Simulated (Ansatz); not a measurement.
Wavefunction ladder for C₅H₁₀, SMILES `C=C(C)CC`

Cartesian coordinates in Å:
```
C -1.912 0.043 -0.269
C -0.602 -0.174 -0.337
C 0.148 -0.077 -1.629
C 0.198 -0.534 0.881
C 1.254 0.503 1.250
H -2.449 -0.033 0.670
H -2.491 0.301 -1.149
H -0.522 0.129 -2.465
H 0.900 0.717 -1.594
H 0.685 -1.009 -1.837
H -0.482 -0.679 1.725
H 0.694 -1.498 0.708
H 0.795 1.479 1.425
H 1.782 0.211 2.160
H 2.001 0.621 0.461
```

The species carries charge 0 and has multiplicity 1. Geometry: relaxed with PBE0-D4/def2-TZVP. It is one conformer, not always the lowest. Frozen core, restricted reference, the Gaussian-basis code of Ansatz. CBS rows extrapolate triple and quadruple zeta; past MP2 they add the triple-zeta difference.

| basis | HF (Eh) | MP2 corr. | CCSD corr. | (T) | CCSD(T) total |
| --- | --- | --- | --- | --- | --- |
| def2-SVP | -195.00658 | -0.70557 | ? | -0.02490 | ? |
| def2-TZVPP | -195.21960 | -0.85868 | ? | ? | ? |
| def2-QZVPP | ? | -0.91201 | – | – | – |
| CBS(def2) | -195.23005 | -0.95151 | -1.00458 | as TZ | -196.27241 |

**Question.** Fill in the withheld values. (Estimate.)

**Answer.** Ansatz gave: def2-SVP CCSD corr.: -0.77093; def2-SVP CCSD(T) total: -195.80241; def2-TZVPP CCSD corr.: -0.91175; def2-TZVPP (T): -0.03778; def2-TZVPP CCSD(T) total: -196.16913; def2-QZVPP HF (Eh): -195.22879.
